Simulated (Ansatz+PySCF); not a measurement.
# singlet C₂: levels of theory in one basis

```xyz
2

C     0.0000    0.0000   -1.0363
C     0.0000    0.0000    1.0363
```

Basis set: 6-31G (spherical functions). Left uncorrelated: 2 orbitals. Charge 0, multiplicity 1.

Computed with Ansatz (development build ahead of 0.2.0); each method stands on the lowest determinant of its kind that the runs found.

```csv
method,E − E(RHF) (eV),<S²> of the determinant
RHF,0.00,0.00
UHF,-3.46,2.00
RHF-MP2,-4.36,–
UHF-MP2,-5.03,2.00
RHF-CCSD,-6.24,–
UHF-CCSD,-6.25,2.00
RHF-CCSD(T),-6.86,–
UHF-CCSD(T),-6.45,2.00
```

(1) What does full CI (lowest root of this spin) give on the same scale?

(2) Is a single determinant a sound starting point here?

## Answers

(1) -6.79 eV.

At such a shape the full CI root can have another spatial symmetry than the determinants, so the rows needn't describe one state.

(2) It is doubtful. Unrestricted orbitals lower Hartree–Fock by 3.46 eV and <S²> is 2.00 where a pure state has 0.00, a sign of strong static correlation.

Caution for RHF, RHF-MP2, RHF-CCSD, RHF-CCSD(T): an unrestricted determinant lies well below. Caution for RHF, UHF, RHF-MP2, UHF-MP2, RHF-CCSD, UHF-CCSD, RHF-CCSD(T), UHF-CCSD(T): the determinant may break the point group. Caution for UHF, UHF-MP2, UHF-CCSD, UHF-CCSD(T): the unrestricted determinant is a mixture of spin states. Caution for RHF-MP2, RHF-CCSD, RHF-CCSD(T): large amplitudes, a single reference is doubtful. Caution for RHF-MP2, UHF-MP2, UHF-CCSD(T): another reference gives a lower total. Caution for UHF-MP2, UHF-CCSD, UHF-CCSD(T): bonds are stretched, where a single reference can fail. Caution for RHF-CCSD, RHF-CCSD(T): the amplitudes may be one of several solutions.
